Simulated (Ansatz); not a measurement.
# P2 (diphosphorus) at CCSDTQ/STO-3G

What is the vertical electron affinity of P2 (diphosphorus) at CCSDTQ/STO-3G? 

The calculation is run with Ansatz 0.2.0.

36 further runs of the same task are left out: 13 that didn't finish, 23 set aside as unsound or not needed.

## Step 1: The structure to begin with

P2: 2 atoms, total charge 0, spin state singlet. SMILES: `P#P`. Geometry: the measured bond length.

Bond lengths: P1–P2 1.893 Å.

## Step 2: The energy at CCSDTQ/STO-3G

in.yaml reads:

```yaml
crystal:
  periodic: [false, false, false]
  atoms:
    - {symbol: P, position_ang: [0.000000, 0.000000, 0.000000]}
    - {symbol: P, position_ang: [0.000000, 0.000000, 1.893400]}
basis:
  gaussian:
    orbitals: STO-3G
correlation:
  method: ccsdtq
  frozen_orbitals: {P: 5}
accuracy: high
scf:
  omitted_lower_state_checks: [cluster_reference, increment]
```

Run with:

```console
$ ansatz run in.yaml --threads 1 --pin off --max-ram 2610MiB --events-out events.jsonl --progress --plain --runs-dir runs
```

The log of the run, shortened:

```text
Warning: RAYON_NUM_THREADS=1 ignored (pool sized by the plan → 1); use --threads N
Functional definition: HF
  name "HF"
[...]
299 factors; integrals over basis functions are off by at most 6.0e-9 eV
[...]
mean field -18333.83229095 eV, -673.7559095744 hartree, gradient 1.8e-8 eV, S^2 0.000000; 0 other end points of the search recorded, 0 dependent functions left out; unrestricted orbitals would lower it
10 core orbitals not correlated: weight in the atoms' cores, before any rotation towards them, 0.999 or more for the frozen orbitals, at most 0.000 for the correlated occupied ones
reference -18333.83229095 eV, -673.7559095744 hartree; 5, 5 occupied and 3, 3 virtual orbitals, 299 factors
second order -4.21532351 eV of doubles, -0.00000000 eV of singles
cycle   1  -3.51644228 eV  change    7.0e-1 eV  update   1.1e-1
[...]
cycle  24  -4.02949828 eV  change   4.8e-10 eV  update  7.5e-11
Total energy: -18337.86178922 eV, -673.9039909048 hartree
Checks for a lower state left out: cluster_reference, increment
```

Run time: 1.7 s. Hardware: 1 thread of Arm Neoverse V2, shared host; peak memory 0.14 GiB.

## Step 3: The doublet anion, same level

job.yaml reads:

```yaml
crystal:
  periodic: [false, false, false]
  atoms:
    - {symbol: P, position_ang: [0.000000, 0.000000, 0.000000]}
    - {symbol: P, position_ang: [0.000000, 0.000000, 1.893400]}
basis:
  gaussian:
    orbitals: STO-3G
total_charge: -1
magnetization:
  spin_polarized: true
  initial_magnetization: 1
correlation:
  method: ccsdtq
  frozen_orbitals: {P: 5}
accuracy: high
scf:
  omitted_lower_state_checks: [cluster_reference, increment]
```

Run with:

```console
$ ansatz run job.yaml --threads 1 --pin off --max-ram 2610MiB --events-out events.jsonl --progress --plain --runs-dir runs
```

The log of the run, shortened:

```text
Warning: RAYON_NUM_THREADS=1 ignored (pool sized by the plan → 1); use --threads N
Functional definition: HF
  name "HF"
[...]
299 factors; integrals over basis functions are off by at most 6.0e-9 eV
[...]
mean field -18327.89679984 eV, -673.5377842994 hartree, gradient 4.9e-9 eV, S^2 1.256416; 7 other end points of the search recorded, 0 dependent functions left out
10 core orbitals not correlated: weight in the atoms' cores, before any rotation towards them, 1.000 or more for the frozen orbitals, at most 0.000 for the correlated occupied ones
reference -18327.89679984 eV, -673.5377842994 hartree; 6, 5 occupied and 2, 3 virtual orbitals, 299 factors
second order -1.26484126 eV of doubles, -0.00000000 eV of singles
cycle   1  -1.45739698 eV  change   -1.9e-1 eV  update   9.8e-2
[...]
cycle  28  -2.33061846 eV  change   -1.0e-9 eV  update  5.0e-10
Total energy: -18330.22741830 eV, -673.6234329482 hartree
Checks for a lower state left out: cluster_reference, increment
```

It took 23 s on 1 thread of Arm Neoverse V2, shared host; peak memory 0.26 GiB.

## Step 4: Summary of results

At CCSDTQ/STO-3G, 10 core orbitals frozen:

```
                                                   quantity          value
                                   singlet P2: total energy  -673.90399 Eh
   singlet P2: correlation energy (10 core orbitals frozen)     -148.1 mEh
                                  singlet P2: T1 diagnostic          0.005
                                doublet anion: total energy  -673.62343 Eh
doublet anion: correlation energy (10 core orbitals frozen)      -85.6 mEh
           doublet anion: ⟨S²⟩ of the reference determinant          1.256
                               doublet anion: T1 diagnostic          0.097
          vertical electron affinity (to the doublet anion)      -7.634 eV
```

In words: The anion lies 7.63 eV (737 kJ/mol) above the neutral: the electron isn't bound at this level, and such a value depends on the basis. Without diffuse functions anions come out too high. In a minimal basis such a difference can be off by several eV, whatever the method. The restricted solution (singlet P2) is unstable to spin breaking: an unrestricted one lies lower. ⟨S²⟩ (doublet anion) is 1.26 where a pure doublet has 0.75: the reference is spin-contaminated.
